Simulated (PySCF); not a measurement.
## Assignment exercise: C$_{5}$H$_{14}$N$_{2}$

Bonds (- single, = double, # triple, : aromatic): C1-N2, N2-C3, N2-C4, C4-N5, N5-C6, N5-C7. C1 carries H8, H9, H10; C3 carries H11, H12, H13; C4 carries H14, H15; C6 carries H16, H17, H18; C7 carries H19, H20, H21.

Theory: couplings computed with B3LYP/pcJ-1 (spin–dipole term only in couplings to heteroatoms), σ from GIAO-PBE0/pcSseg-1, structure optimised with PBE0-D3(BJ)/def2-SVP, in PySCF (gas phase, non-relativistic, single conformer, equivalent nuclei averaged).

References, each an isolated molecule treated in the same way: ¹³C, ¹H vs TMS.

Q: Assign these signals to the numbered atoms. ¹³C{¹H} NMR (computed): δ 81.2, 41.9.

A: 
81.2 → C4, sp3 CH2 bonded to 2 N: 2 electronegative neighbours deshield it
41.9 → C1/C3/C6/C7, methyl carbon bonded to N: deshielded by the electronegative neighbour

Q: Assign these signals to the numbered atoms. ¹H NMR (500 MHz, computed): δ 2.35 (s, 2H), 2.11 (s, 12H).

A: 
```tsv
δ (ppm)	atoms	environment	reason
2.35	H14/H15	hydrogen on an sp3 CH2 bonded to 2 N	its carbon carries N, which withdraws density
2.11	H8/H9/H10/H11/H12/H13/H16/H17/H18/H19/H20/H21	hydrogen on a methyl carbon bonded to N	its carbon carries N, hence the downfield position
```

Shifts are as computed. Against solution values, carbons near 30 ppm lie about +2 ppm off and those near 130 ppm about +5 ppm. Of 1211 compounds with measured shifts, 218 miss one by over three times the rms of a fit or turn the order of signals round; such compounds aren't used in these exercises.
